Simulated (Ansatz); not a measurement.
A made-up structure of CH4NS (charge +1), closed shell:

```
7
angstrom
N 0.0517 0.3185 0.4980
C -0.6223 0.2672 -0.6060
S 1.2728 -0.6934 1.0462
H -0.4657 -0.4775 -1.3439
H -1.3714 0.9890 -0.8093
H -0.1778 1.0763 1.1409
H 1.3016 -1.5322 -0.0114
```

It is relaxed with PBE-D4/def2-SVP and then PBE0-D4/def2-TZVP (Ansatz 0.2.0). Atoms count as bonded within 1.22 times the sum of their covalent radii (H–H: 0.88 Å). The end point is not checked to be a true minimum.

Problem. Does its bonding change? (A judgement: the text doesn't fix the answer.)

Solution. Computed: No: no bond forms or breaks.

Where it ends: The first stage lowers the energy by 0.14 eV in 5 steps. It ends as CH₄NS ([CH2][NH][SH]), total charge +1:
```xyz
7
angstrom
N 0.0417 0.3103 0.4719
C -0.6284 0.2690 -0.6129
S 1.2866 -0.6962 1.0639
H -0.4419 -0.5075 -1.3465
H -1.3868 1.0252 -0.7856
H -0.1710 1.0605 1.1305
H 1.2886 -1.5134 -0.0070
```

Labels in which every atom is bracketed show which atoms are joined, not bond orders.

For scale, one of the runs: PBE0-D4/def2-TZVP relaxation, 123 basis functions, launched by `ansatz run in.yaml --threads 2 --pin off --events-out ev --progress --plain --max-ram 4352MiB`. Hardware: 2 CPU threads of an Arm Neoverse V1, shared host. Wall time about 14 s.
